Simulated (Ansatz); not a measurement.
Ansatz (a quantum-chemistry and plane-wave program) input:

Ansatz 0.2 input:
```yaml
crystal:
  periodic: [false, false, false]
  atoms:
    - {symbol: C, position_ang: [0.01044234, -0.73326621, 0.74046999]}
    - {symbol: C, position_ang: [-0.15364340, 0.65046493, 0.77255556]}
    - {symbol: C, position_ang: [0.15544107, -0.77669827, -0.64508207]}
    - {symbol: C, position_ang: [-0.01056125, 0.74161569, -0.74890149]}
    - {symbol: H, position_ang: [0.02128176, -1.49441527, 1.50909674]}
    - {symbol: H, position_ang: [-0.31709518, 1.38230009, 1.54857521]}
    - {symbol: H, position_ang: [0.31959054, -1.55752538, -1.37162848]}
    - {symbol: H, position_ang: [0.86224415, 1.29066649, -1.11134566]}
    - {symbol: H, position_ang: [-0.89609388, 1.08627730, -1.28894976]}
basis:
  gaussian:
    orbitals: def2-TZVPD
hamiltonian:
  xc: {name: HSE06}
magnetization: {spin_polarized: true, initial_magnetization: 1}
output: {forces: true}
```

Problem. What final total energy does it print?

Solution. -155.17656 Eh (HSE06/def2-TZVPD). The basis has 193 functions.

It need not be the lowest isomer of its formula.
